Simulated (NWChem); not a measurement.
System: Cl cation, triplet

Program: NWChem. Pople sets run with spherical d functions. Spin-unrestricted. The open p shell is one determinant without spherical averaging. No stability test was run on the SCF state. Total energies compare along this basis series because the functional is fixed.

```csv
level,basis functions,energy (Ha),highest occupied level (eV),"lowest empty minus highest occupied level, either spin (eV)",<S²>
PBE0/STO-3G,9,-454.5276,-20.70,3.37,2.00
PBE0/3-21G,13,-457.3011,-19.81,3.34,2.00
PBE0/6-31G*,18,-459.4894,-19.85,3.51,2.00
PBE0/6-31+G*,22,-459.4901,-19.85,3.51,2.00
PBE0/6-311G**,26,-459.5173,-19.85,3.52,2.00
PBE0/6-311++G**,30,-459.5197,-19.84,3.52,2.00
```
